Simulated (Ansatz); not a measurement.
Basis-set extrapolation for C₃H₅NS (`CC1=C(N)S1`) (PBE0-D4/def2-TZVP geometry, frozen core, Ansatz 0.2.0). Multiplicity 1, RHF reference.

```tsv
	def2-TZVPP	def2-QZVPP
HF	-568.480894	-568.500409
MP2 correlation	-0.869555	-0.931181
CCSD(T) correlation	-0.945138	not run
```

Energies in hartree. Use E(X) = E(∞) + A·exp(−7.88·√X) for Hartree–Fock and E(X) = E(∞) + B·X^(−2.97) for correlation, with X = 3 and 4, and add CCSD(T) minus MP2 of the smaller set to the MP2 limit.

Task: What is the CCSD(T) energy at the basis-set limit?

Result: HF limit: -568.500409 + (-0.019515) × 0.13774 = -568.50310. MP2 limit: -0.931181 + (-0.061626) × 0.74074 = -0.97683. Higher-order term: -0.945138 − (-0.869555) = -0.07558. Total: -569.55551 hartree, 339.9 kJ/mol below CCSD(T)/def2-TZVPP.
